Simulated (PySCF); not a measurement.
# One shape, several levels: C4H3N (SMILES C#CCC#N)

Wanted: a comparison of 5 runs (HF/STO-3G, r2SCAN/3-21G, B3LYP/6-31G*, B3LYP/6-31G**, CCSD/def2-SVP) of C4H3N. The job is set up through a Python script.

Program for the calculation: PySCF 2.14.0.

**1. The molecule**

C4H3N: 8 atoms, total charge 0, spin state singlet. SMILES: `C#CCC#N`. Geometry: relaxed at PBE0-D4/def2-TZVP.

Bond lengths: C1–C2 1.197 Å, C2–C3 1.455 Å, C3–C4 1.460 Å, C4–N5 1.148 Å, C1–H6 1.065 Å, C3–H7 1.095 Å, C3–H8 1.095 Å. Angles: C1–C2–C3 179.4°, C2–C3–C4 113.0°, C3–C4–N5 179.0°, C2–C1–H6 179.7°, C2–C3–H7 110.2°, C2–C3–H8 110.2°, C4–C3–H7 108.3°, C4–C3–H8 108.3°, H7–C3–H8 106.7°.

**2. Energy and gradient at HF/STO-3G (run 1)**

Input file run.py:

```python
from pyscf import gto, scf

molecule = gto.M(
    atom='''
C   -0.663200   1.869200   0.133500
C   -0.230100   0.758300   0.240700
C    0.298200  -0.589900   0.384900
C    0.347100  -1.320800  -0.878200
N    0.393200  -1.911500  -1.861500
H   -1.049000   2.856400   0.033300
H   -0.314400  -1.162400   1.089600
H    1.310400  -0.556500   0.801900
''',
    max_memory=1860,
    charge=0,
    verbose=4,
    basis='sto-3g',
)

mf = scf.RHF(molecule)
mf.conv_tol = 1e-10
mf.kernel()
if not mf.converged:
    mf = mf.newton().run(mf.mo_coeff, mf.mo_occ)

etot = mf.e_tot
print('E = %.10f Eh' % etot)
grad = mf.nuc_grad_method().kernel()
dip = mf.dip_moment()
pop, q = mf.mulliken_pop()
```

On the command line:

```
OMP_NUM_THREADS=1 python run.py
```

The log of the run:

```text
PySCF version 2.14.0

[... 62 lines left out ...]
converged SCF energy = -204.984510838444
[... 12 lines left out ...]
Dipole moment(X, Y, Z, Debye): -0.06574,  1.40259,  2.58199
[... 37 lines left out ...]
charge of    7H =      0.11741
```

It took 3.6 s on 1 thread of Intel Xeon at 2.50GHz (Skylake/Cascade Lake), shared host; peak memory 0.12 GiB.

**3. Energy and forces at r2SCAN/3-21G (run 2)**

Input file job.py:

```python
from pyscf import gto, dft

molecule = gto.M(
    atom='''
C       -0.663200       1.869200       0.133500
C       -0.230100       0.758300       0.240700
C        0.298200      -0.589900       0.384900
C        0.347100      -1.320800      -0.878200
N        0.393200      -1.911500      -1.861500
H       -1.049000       2.856400       0.033300
H       -0.314400      -1.162400       1.089600
H        1.310400      -0.556500       0.801900
''',
    spin=0,
    charge=0,
    verbose=3,
    basis='3-21g',
    max_memory=1860,
)

myscf = dft.RKS(molecule)
myscf.xc = 'r2scan'
myscf.conv_tol = 1e-10
myscf.grids.level = 5
myscf.kernel()
if not myscf.converged:
    myscf = myscf.newton().run(myscf.mo_coeff, myscf.mo_occ)

e_final = myscf.e_tot
print('E = %.10f Eh' % e_final)
grad = myscf.nuc_grad_method().kernel()
myscf.analyze()
```

On the command line:

```
OMP_NUM_THREADS=1 python job.py
```

The log of the run:

```text
converged SCF energy = -207.609552245261
[... 12 lines left out ...]
MO #3   energy= -10.0415149939766  occ= 2
[... 5 lines left out ...]
MO #9   energy= -0.546102854972581 occ= 2
[... 5 lines left out ...]
MO #15  energy= -0.319591605933514 occ= 2
[... 5 lines left out ...]
MO #21  energy= 0.0332811480146851 occ= 0
[... 5 lines left out ...]
MO #27  energy= 0.423978899677556  occ= 0
[... 5 lines left out ...]
MO #33  energy= 0.769826944566095  occ= 0
[... 5 lines left out ...]
MO #39  energy= 0.977737419117042  occ= 0
[... 5 lines left out ...]
MO #45  energy= 1.23929620015984   occ= 0
[... 5 lines left out ...]
MO #51  energy= 3.01656190963111   occ= 0
[... 9 lines left out ...]
Dipole moment(X, Y, Z, Debye): -0.04533,  1.56584,  3.04079
```

Wall time 47 s (1 thread of Intel Xeon at 2.50GHz (Skylake/Cascade Lake), shared host); peak memory 0.53 GiB.

**4. Energy and forces at B3LYP/6-31G(d) (Cartesian functions) (run 3)**

Input file start.xyz:

```xyz
8

C     -0.663200     1.869200     0.133500
C     -0.230100     0.758300     0.240700
C      0.298200    -0.589900     0.384900
C      0.347100    -1.320800    -0.878200
N      0.393200    -1.911500    -1.861500
H     -1.049000     2.856400     0.033300
H     -0.314400    -1.162400     1.089600
H      1.310400    -0.556500     0.801900
```

Input file calc.py:

```python
import pyscf.grad
from pyscf import gto, dft

mol = gto.M(
    atom='start.xyz',
    cart=True,
    max_memory=1860,
    verbose=4,
    basis='6-31g*',
)

mf = dft.RKS(mol)
mf.xc = 'b3lyp'
mf.conv_tol = 1e-10
mf.grids.level = 5
mf.kernel()
if not mf.converged:
    mf = mf.newton().run(mf.mo_coeff, mf.mo_occ)

etot = mf.e_tot
print('E(%s) = %.9f' % ('B3LYP', etot))
grad = mf.Gradients().kernel()
mf.analyze()
```

On the command line:

```
OMP_NUM_THREADS=1 python calc.py
```

The log of the run:

```text
PySCF version 2.14.0

[... 105 lines left out ...]
MO #4   energy= -10.2117660124737  occ= 2
[... 10 lines left out ...]
MO #15  energy= -0.340429983318186 occ= 2
[... 10 lines left out ...]
MO #26  energy= 0.252677413885998  occ= 0
[... 10 lines left out ...]
MO #37  energy= 0.703735456714374  occ= 0
[... 10 lines left out ...]
MO #48  energy= 1.22119696564844   occ= 0
[... 10 lines left out ...]
MO #59  energy= 1.74106758066038   occ= 0
[... 10 lines left out ...]
MO #70  energy= 2.59401021539024   occ= 0
[... 10 lines left out ...]
MO #81  energy= 4.7397645200344    occ= 0
[... 92 lines left out ...]
Dipole moment(X, Y, Z, Debye): -0.09045,  1.73033,  3.13232
```

Run time: 49 s. Hardware: 1 thread of Intel Xeon at 2.50GHz (Skylake/Cascade Lake), shared host; peak memory 0.82 GiB.

Run 4 isn't shown in full; the table further down has it.

**5. A single-point energy at CCSD/def2-SVP (run 5)**

Input file run.py:

```python
from pyscf import gto, scf, cc

mol = gto.M(
    atom='''
C     -0.663200     1.869200     0.133500
C     -0.230100     0.758300     0.240700
C      0.298200    -0.589900     0.384900
C      0.347100    -1.320800    -0.878200
N      0.393200    -1.911500    -1.861500
H     -1.049000     2.856400     0.033300
H     -0.314400    -1.162400     1.089600
H      1.310400    -0.556500     0.801900
''',
    verbose=3,
    spin=0,
    max_memory=1860,
    charge=0,
    basis='def2-svp',
)

calc0 = scf.RHF(mol)
calc0.conv_tol = 1e-10
calc0.kernel()
if not calc0.converged:
    calc0 = calc0.newton().run(calc0.mo_coeff, calc0.mo_occ)

mycc = cc.CCSD(calc0, frozen=5)
mycc.kernel()
energy = mycc.e_tot
print('Final energy', energy)
calc0.analyze()
```

On the command line:

```
OMP_NUM_THREADS=1 python run.py
```

The log of the run:

```text
converged SCF energy = -207.428609063367
[... 7 lines left out ...]
MO #5   energy= -11.2579619787985  occ= 2
[... 9 lines left out ...]
MO #15  energy= -0.478465046972659 occ= 2
[... 9 lines left out ...]
MO #25  energy= 0.308879758479569  occ= 0
[... 9 lines left out ...]
MO #35  energy= 0.812253824101365  occ= 0
[... 9 lines left out ...]
MO #45  energy= 1.12453429348698   occ= 0
[... 9 lines left out ...]
MO #55  energy= 1.6991201879852    occ= 0
[... 9 lines left out ...]
MO #65  energy= 2.1818288840882    occ= 0
[... 9 lines left out ...]
MO #75  energy= 2.69125229600524   occ= 0
[... 9 lines left out ...]
MO #85  energy= 4.21262370573671   occ= 0
[... 9 lines left out ...]
Dipole moment(X, Y, Z, Debye): -0.09907,  1.85983,  3.35614
```

It took 22 s on 1 thread of Intel Xeon at 2.50GHz (Skylake/Cascade Lake), shared host; peak memory 0.44 GiB.

**6. Overview of the runs**

```tsv
run	level	integration grid	Cartesian functions	energy (Eh)	dipole moment (D) of the reference	HOMO energy (eV)	LUMO energy (eV)	wall time
1	HF/STO-3G	–	no	-204.984511	2.94	-9.58	9.07	3.6 s
2	r2SCAN/3-21G	5	no	-207.609552	3.42	-7.37	-0.18	47 s
3	B3LYP/6-31G* (Cartesian functions)	5	yes	-208.881404	3.58	-7.90	0.38	49 s
4	B3LYP/6-31G** (spherical functions)	5	no	-208.880901	3.58	-7.89	0.37	61 s
5	CCSD/def2-SVP	–	no	-208.115186	3.84	-11.33	4.14	22 s
```

**7. Results**

| quantity | value |
| --- | --- |
| run 5: total energy | -208.11519 Eh |
| run 5: dipole moment (Hartree–Fock density) | 3.84 D |
| run 5: HOMO energy (Hartree–Fock orbitals) | -11.33 eV |
| run 5: LUMO energy (Hartree–Fock orbitals) | 4.14 eV |
| run 5: HOMO–LUMO gap (Hartree–Fock orbitals) | 15.48 eV |
| run 5: correlation energy (5 core orbitals frozen) | -686.6 mEh |
| run 5: T1 diagnostic | 0.013 |

In words: Over runs 1, 2, 3, 4 the dipole moment (its size) runs from 2.94 D (HF/STO-3G) to 3.58 D (B3LYP/6-31G*). The two ends differ in method and basis. Over runs 1, 2, 3, 4 the HOMO–LUMO gap runs from 7.20 eV (r2SCAN/3-21G) to 18.65 eV (HF/STO-3G). Totals of different functionals can't be ranked against each other. In run 1 the basis is minimal, so the values are rough. All runs together took 3 min, the longest 61 s.
